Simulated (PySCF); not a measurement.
Method: B3LYP-D3(BJ)/def2-TZVP in PySCF. Gas-phase values, no solvent. B3LYP has the VWN-RPA correlation part, as in Gaussian. Excitations are Tamm–Dancoff values on a coarser integration grid. The basis has no diffuse functions, so Rydberg states are missing or too high.

Reference species (SMILES): `[GeH3][GeH3]` (neutral, multiplicity 1).

| Item | Value |
|---|---|
| S1 excitation (TDA) | 7.60 eV |
| S1 oscillator strength | 0.000 |
| S1–T1 gap (TDA) | 1.26 eV |

After one change: the S1 excitation (TDA) goes up by 0.93 eV; the S1 oscillator strength is nearly the same; the S1–T1 gap (TDA) falls by 0.59 eV.

### Question
Name the change that produced these shifts. The new species is one of these.
A. `[CH3][SnH3]`
B. `C[SiH3]`
C. `[NH3+][AlH3-]`
D. `[BH3-][NH3+]`

### Answer
B, `C[SiH3]`
